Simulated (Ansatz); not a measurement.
# SiBNH4: how energies converge with the basis set

How large a basis does SiBNH4 need? Two functionals are run in growing sets.

Computed with Ansatz 0.2.0, Gaussian basis. Level: one geometry, several basis sets.

Plan: PBE0-D4/def2-SVP; ωB97M-V/def2-SVP; PBE0-D4/def2-QZVPP; ωB97M-V/def2-QZVPP; the functionals' def2-TZVPP values are taken from earlier runs.

## 1. The relaxed structure

All runs share one geometry, relaxed beforehand with PBE0-D4 in a triple-zeta def2 set.

SMILES `B1N[SiH2]1`, 7 atoms, charge 0, spin multiplicity 1.

Atoms are counted from 1 here; the program's logs count them from 0.

Bond lengths: B1–N2 1.377 Å, B1–Si3 1.929 Å, B1–H4 1.188 Å, N2–Si3 1.756 Å, N2–H5 1.009 Å, Si3–H6 1.485 Å, Si3–H7 1.485 Å. Angles: N2–B1–Si3 61.5°, N2–B1–H4 136.4°, Si3–B1–H4 162.0°, B1–N2–Si3 74.9°, B1–N2–H5 137.5°, Si3–N2–H5 147.6°, B1–Si3–N2 43.6°, B1–Si3–H6 125.2°, B1–Si3–H7 125.2°, N2–Si3–H6 115.1°, N2–Si3–H7 115.1°, H6–Si3–H7 109.6°.

## 2. PBE0-D4 in def2-SVP

Input file in.yaml:

```yaml
crystal:
  periodic: [false, false, false]
  atoms:
    - {symbol: B, position_ang: [-0.969556, -0.542007, -0.276497]}
    - {symbol: N, position_ang: [0.011943, 0.233586, -0.852387]}
    - {symbol: Si, position_ang: [0.495361, 0.055668, 0.826435]}
    - {symbol: H, position_ang: [-1.973670, -1.065227, -0.634500]}
    - {symbol: H, position_ang: [0.216656, 0.620375, -1.761158]}
    - {symbol: H, position_ang: [0.516608, 1.316260, 1.611976]}
    - {symbol: H, position_ang: [1.764057, -0.686756, 1.040530]}
basis:
  gaussian: {orbitals: def2-SVP}
hamiltonian: {xc: pbe0, dispersion: d4}
output: {orbitals: {seedname: orbitals}}
```

Started as:

```bash
> ansatz run in.yaml --threads 2 --pin off --events-out ev --progress --plain --max-ram 4352MiB
```

After this run come: ωB97M-V in def2-SVP; PBE0-D4 in def2-QZVPP; ωB97M-V in def2-QZVPP.

**Question.** What will the summary of the whole plan be? Wanted: PBE0-D4: double and triple zeta above quadruple; ωB97M-V: double and triple zeta above quadruple.

**Answer**, as computed:

| quantity | value |
| --- | --- |
| PBE0-D4: double and triple zeta above quadruple | 5.69, 0.41 eV |
| ωB97M-V: double and triple zeta above quadruple | 5.77, 0.37 eV |

What this shows: For PBE0-D4 the step from double to triple zeta gains 5.28 eV and the next only 0.41 eV. Total energies overstate the basis error of differences, where much of it tends to cancel. The LUMO of ωB97M-V is positive and keeps falling with the basis (2.08 to 1.23 eV): an unbound level that the basis holds in place.
